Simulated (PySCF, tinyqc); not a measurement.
Starting guesses with plain Roothaan steps: SCF starting guesses in the sto-3g basis, for HF, spin multiplicity 1. Computed by the program tinyqc with PySCF. RHF with one setting changed at a time; a run stops when the energy changes by less than 1e-09 hartree and the error matrix is below 1e-5. Starts: the lowest orbitals of the core Hamiltonian, of the Wolfsberg-Helmholz matrix (K = 1.75), projected atomic densities, random orbitals, and the highest orbitals of the core Hamiltonian (a deliberately bad start).

Geometry (angstrom):

| atom | x | y | z |
|---|---|---|---|
| F | 0.0000 | 0.0000 | 0.0000 |
| H | 0.0000 | 0.0000 | 1.3800 |

lowest restricted solution found by these runs and by PySCF = -98.459351 hartree

Largest element of the error matrix X^T (FDS - SDF) X:

| iteration | core | Wolfsberg-Helmholz | atomic densities | random | highest core orbitals |
|---|---|---|---|---|---|
| 1 | 3.7e-01 | 4.3e-01 | 5.7e-01 | 1.7e+01 | 3.4e-01 |
| 2 | 2.3e-01 | 8.0e-02 | 3.5e-01 | 4.3e-01 | 4.1e-01 |
| 3 | 4.9e-02 | 1.2e-02 | 6.1e-02 | 1.2e-01 | 2.0e-01 |
| 4 | 7.4e-03 | 2.1e-03 | 1.0e-02 | 4.3e-02 | 4.2e-02 |
| 5 | 1.4e-03 | 3.2e-04 | 1.6e-03 | 3.3e-02 | 6.3e-03 |
| 6 | 2.1e-04 | 5.8e-05 | 2.6e-04 | 2.3e-02 | 1.1e-03 |
| 8 | 9.1e-06 | 2.2e-06 | 7.0e-06 | 1.2e-02 | 4.0e-05 |
| 10 | - | - | - | 5.8e-03 | 1.8e-06 |
| 14 | - | - | - | 1.4e-03 | - |
| 20 | - | - | - | 1.7e-04 | - |

How each run ends:

| run | iterations | E (hartree) | state |
|---|---|---|---|
| core | 9 | -98.45935 | lowest found |
| Wolfsberg-Helmholz | 8 | -98.45935 | lowest found |
| atomic densities | 9 | -98.45935 | lowest found |
| random | 29 | -98.45935 | lowest found |
| highest core orbitals | 10 | -98.45935 | lowest found |

What does the comparison show, and why?

5 of 5 runs reach the lowest restricted solution found, in 8 to 29 iterations (fastest: Wolfsberg-Helmholz). The first errors are 4e-01, 4e-01, 6e-01, 2e+01, 3e-01; the deliberately bad start has the smallest one, so a small first error does not mark a good start. The restricted reference is unstable here: a spin-polarised solution lies 0.0253 hartree lower (PySCF), so results built on it describe a poor reference.
